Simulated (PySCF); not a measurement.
## Relaxation of singlet Si₂H₂

Method: PySCF, PBE0, basis Si def2-TZVP, H def2-TZVP (no relativity, density fitting). A (50,194) grid was used.

A start displaced from a saddle point along its imaginary mode, of C2v symmetry, held to at least that symmetry:

```xyz
4
charge 0 multiplicity 1, angstrom
Si    1.1770    0.0000   -0.0043
Si   -1.1770    0.0000   -0.0043
H     0.0000    1.0793    0.1200
H     0.0000   -1.0793    0.1200
```

Optimiser trace:
| step | E − E(last) (kJ/mol) | largest gradient (Eh/bohr) |
| --- | --- | --- |
| 0 | 55.10 | 0.00476 |
| 1 | 20.70 | 0.02124 |
| 2 | 20.08 | 0.03017 |
| 3 | 1.90 | 0.00764 |
| 4 | 0.61 | 0.00389 |
| 5 | 0.01 | 0.00095 |
| 6 | 0.00 | 0.00029 |
| 7 | 0.00 | 0.00003 |

It ends at C2v with Si–H 1.676 Å (×4); H–Si–H 72.2° (×2), Si–H–Si 82.1° (×2) (after a last refinement on a finer grid). A frequency run shows a minimum. Other isomers or separated fragments may lie lower.

The relaxation took 5.8 s on 2 threads of a shared Arm Neoverse V1 host, with 86 basis functions and 8 gradients; the process peaked at 0.98 GiB.
